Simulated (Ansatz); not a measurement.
# BClHS− (SMILES [S-]BCl): functionals against CCSD(T) at one geometry

How do the functionals fare away from a minimum? The structure is a frame of a short trajectory.

Method: single points in def2-TZVPPD; program: Ansatz 0.2.0, Gaussian basis.

Correlated methods freeze the cores.

1 further run of the same task is left out (it didn't finish).

## (1) The starting structure

SMILES `[S-]BCl`, 4 atoms, charge -1, spin multiplicity 1.

Atoms are counted from 1 here; the program's logs count them from 0.

Bond lengths: S1–B2 1.714 Å, B2–Cl3 1.842 Å, B2–H4 1.243 Å. Angles: S1–B2–Cl3 125.3°, S1–B2–H4 119.5°, Cl3–B2–H4 115.2°.

Coordinates:

```xyz
4

S    -1.5961   -0.6569    0.0139
B    -0.0567    0.0932   -0.0710
Cl    1.4796   -0.5388    0.7246
H     0.0837    1.1278   -0.7450
```

## (2) PBE-D4/def2-TZVPPD

The input, run/in.yaml:

```yaml
crystal:
  periodic: [false, false, false]
  atoms:
    - {symbol: S, position_ang: [-1.596079, -0.656933, 0.013920]}
    - {symbol: B, position_ang: [-0.056744, 0.093218, -0.070998]}
    - {symbol: Cl, position_ang: [1.479558, -0.538811, 0.724638]}
    - {symbol: H, position_ang: [0.083689, 1.127769, -0.745010]}
basis:
  gaussian: {orbitals: "def2-TZVPPD.json"}
total_charge: -1
hamiltonian: {xc: pbe, dispersion: d4}
output: {forces: true}
```

The basis file named in the input lies beside it (Basis Set Exchange, JSON).

Command:

```sh
$ ansatz run in.yaml --threads 2 --pin off --events-out ev --progress --plain --max-ram 3481MiB
```

## (3) r2SCAN-D4/def2-TZVPPD

run/in.yaml, as its differences from that of step 2:

```diff
@@ -10,3 +10,3 @@
 total_charge: -1
-hamiltonian: {xc: pbe, dispersion: d4}
+hamiltonian: {xc: r2scan, dispersion: d4}
 output: {forces: true}
```

## (4) PBE0-D4/def2-TZVPPD

run/in.yaml, as its differences from that of step 3:

```diff
@@ -10,3 +10,3 @@
 total_charge: -1
-hamiltonian: {xc: r2scan, dispersion: d4}
-output: {forces: true}
+hamiltonian: {xc: pbe0, dispersion: d4}
+output: {forces: true, orbitals: {seedname: orbitals}}
```

## (5) wB97M-V/def2-TZVPPD

run/in.yaml, as its differences from that of step 4:

```diff
@@ -10,3 +10,3 @@
 total_charge: -1
-hamiltonian: {xc: pbe0, dispersion: d4}
-output: {forces: true, orbitals: {seedname: orbitals}}
+hamiltonian: {xc: {name: wB97M-V}}
+output: {forces: true}
```

## (6) CCSD(T)/def2-TZVPPD

run/in.yaml, as its differences from that of step 5:

```diff
@@ -10,3 +10,3 @@
 total_charge: -1
-hamiltonian: {xc: {name: wB97M-V}}
+correlation: {method: ccsd_t}
 output: {forces: true}
```

(Steps that only read results are left out.)

What does the calculation give? Wanted: RMS force component; RMS force error; HOMO and LUMO, PBE0-D4; T1 diagnostic.

As calculated:

| quantity | value |
| --- | --- |
| RMS force component | 0.397 to 0.464 eV/Å over the methods |
| RMS force error | PBE-D4 0.085, r2SCAN-D4 0.081, PBE0-D4 0.127, wB97M-V 0.125 eV/Å |
| HOMO and LUMO, PBE0-D4 | -0.99 and 3.53 eV |
| T1 diagnostic | 0.015 |

For forces r2SCAN-D4 does best and PBE0-D4 worst. Frozen-core CCSD(T) forces in triple zeta carry basis errors of their own, and this is one geometry, so small gaps rank nothing.
